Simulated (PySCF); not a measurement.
Al2H, quartet: how well a Morse curve fills in a stretch

Starting geometry (PBE0/def2-TZVP stationary point for this spin, which needn't be the lowest; state Σ⁻ or Δ):

```xyz
3

Al    0.0000    0.0000    0.2591
Al    0.0000    0.0000   -2.1014
H     0.0000    0.0000    1.8423
```

Atom H3 moves along the line of the distance Al1-H3, all else staying in place. Energies are in eV from the starting point at each level.

Basis 6-31G; PySCF 2.14.0. Correlated methods freeze the noble-gas cores.

Full CI is exact within this basis and frozen core; it isn't the basis-set limit.

| distance Al1-H3 (Å) | full CI |
| --- | --- |
| 1.253 | 1.347 |
| 1.429 | 0.277 |
| 1.583 | 0.000 |
| 1.718 | 0.033 |
| 1.934 | ? |
| 2.206 | 0.880 |
| 2.539 | 1.421 |
| 2.970 | 1.720 |
| 3.477 | 1.768 |
| 4.371 | 1.773 |
| 5.440 | 1.777 |

A Morse curve E(r) = E0 + De (1 − exp(−a (r − re)))² is laid through the three points about the minimum (1.429, 1.583, 1.718 Å), with E0 + De set to the last point:

```json
{"level": "full CI", "re (Å)": "1.622", "a (1/Å)": "1.740", "E0 (eV)": "-0.009", "De (eV)": "1.786", "k = 2 De a² (eV/Å²)": "10.8"}
```

Q: Use the full-CI fit to predict the withheld energy at 1.934 Å.

A: exp(−1.740 × (1.934 − 1.622)) = 0.5811; E = -0.009 + 1.786 × (1 − 0.5811)² = 0.304 eV. Full CI in 6-31G gives 0.347 eV, so the Morse form is 0.043 eV too low there (2.4 % of De).

De here is the energy of pulling rigid fragments apart in this basis, without relaxation or zero-point terms. The set has no polarisation functions, so bonds come out too long and too weak, most of all with atoms from Na to Ar.
